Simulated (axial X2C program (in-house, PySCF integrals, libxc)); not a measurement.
The numbers below are computed, except where a source is named.
**BP: input and output**

Program: an in-house all-electron X2C program for linear molecules (integrals from PySCF).

The run was started with this input:
```json
{"zs": [15, 5], "q": 0, "bas": ["dyall-v3z", "dyall-v3z"], "levels": ["PBE0", "HF", "r2SCAN0"], "cc": true, "r0": 1.8, "thr": -2.0, "nmax": 90, "npts": 10, "nst": 2, "ntry": 6}
```
```bash
python so2c.py task.json out
```

Keys: zs atomic numbers; q charge; bas basis sets; levels methods; cc coupled cluster on or off; r0 starting distance in Å; thr threshold in hartree for freezing inner shells (an s shell follows its p shell); nmax most natural virtual spinors; npts points on the curve; nst determinants followed; ntry starts of the search. HF also brings MP2.

Output of the HF step, 2c, at R = 1.741 Å for the state Ω = 2. It starts from PBE0 orbitals of this distance.

```
two-component X2C + atomic mean field  HF
basis functions 88  fitting functions 557  grid points 4353
iter        total energy     max residual
   1       -366.076821737     7.38e-02
   2       -366.088160680     5.53e-03
   3       -366.089010950     3.07e-03
   4       -366.089244548     1.75e-03
   5       -366.089358061     1.05e-03
   6       -366.089432077     8.40e-04
   7       -366.089485872     7.52e-04
   8       -366.089541976     6.45e-04
   9       -366.089595336     2.65e-04
  10       -366.089604804     7.80e-05
  11       -366.089605141     1.55e-05
  12       -366.089605150     3.36e-06
  13       -366.089605150     2.31e-06
converged
one-electron -550.46759888  Coulomb 188.15961255  exact exchange -26.52945956  xc functional 0.00000000  nuclear repulsion 22.79626124  atomic mean-field constant -0.04842050
correlated 8  virtual 146  natural virtual 90  E(MP2) -0.185066824  MP2 remainder -0.002265470
iter   CCSD correlation   residual
   1     -0.197740371   1.21e-01
   2     -0.205517961   5.59e-02
   3     -0.207619750   2.82e-02
   4     -0.208169053   1.47e-02
   5     -0.208459494   6.62e-03
   6     -0.208493098   2.94e-03
   7     -0.208528487   1.23e-03
   8     -0.208535311   5.43e-04
   9     -0.208533094   2.64e-04
  10     -0.208534929   1.23e-04
  11     -0.208534547   5.33e-05
  12     -0.208535258   1.95e-05
  13     -0.208535138   8.48e-06
  14     -0.208535208   4.36e-06
  15     -0.208535240   2.02e-06
  16     -0.208535246   9.51e-07
(T) -0.013682257  T1 0.0461  D1 0.0903  max T2 0.091
```
Energies are in hartree; totals compare only within one Hamiltonian and basis. T1 is large, a sign of multireference character or of a spin-contaminated reference. T1 in the output is the amplitude norm over the root of the electron number; divide by √2 for the Lee–Taylor value. The determinant is spin-polarised beyond a pure state at some levels (its spin-free form has ⟨S²⟩ too high), which makes Re and μ there less reliable.
